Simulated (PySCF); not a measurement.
# C4H3F2: the cost of one run

The runs use PySCF 2.14.0, with density-fitted response routines of our own; the level of theory stands in each step. All values are computed, except where a source is named. Atoms count from 0, in the outputs and in this text.

## (1) Starting geometry

9 atoms, charge 1, multiplicity 1; geometry from: GFN2-xTB. The atoms were then displaced at random by about 0.01 Å, so the start is not that level's minimum.

Bonds of the start (Å): F0–C1 1.31, C1–F2 1.33, C1–C3 1.52, C3–C4 1.35, C4–C5 1.36, C5–C3 1.35, C1–H6 1.11, C4–H7 1.09, C5–H8 1.08.

## (2) Optimising the geometry at PBE0-D3(BJ)/def2-SVP

Job settings and geometry (Å):

```
{"job": {"xc": "PBE0", "basis": "def2-SVP", "d3": "d3bj", "grid": 1, "shake": 0.01, "kind": "geom"}, "charge": 1, "multiplicity": 1}
F     -1.755440     1.196360     0.411040
C     -1.332500     0.022960     0.014650
F     -1.832050    -0.917210     0.818770
C      0.183910    -0.002120    -0.019460
C      1.364830     0.633160    -0.197930
C      1.339960    -0.701180     0.074830
H     -1.686850    -0.172230    -1.021200
H      1.924430     1.553360    -0.381930
H      1.851530    -1.630250     0.267490
```

On the command line:

```sh
OMP_NUM_THREADS=1 python probes_run.py task.json out
```

The driver reads the jobs from task.json and runs them one after another.

**Question.** How long does this first job take on 1 thread of AMD EPYC 7R43, shared host, and how much memory does it need?

About 59 s, with a peak of 0.41 GiB.
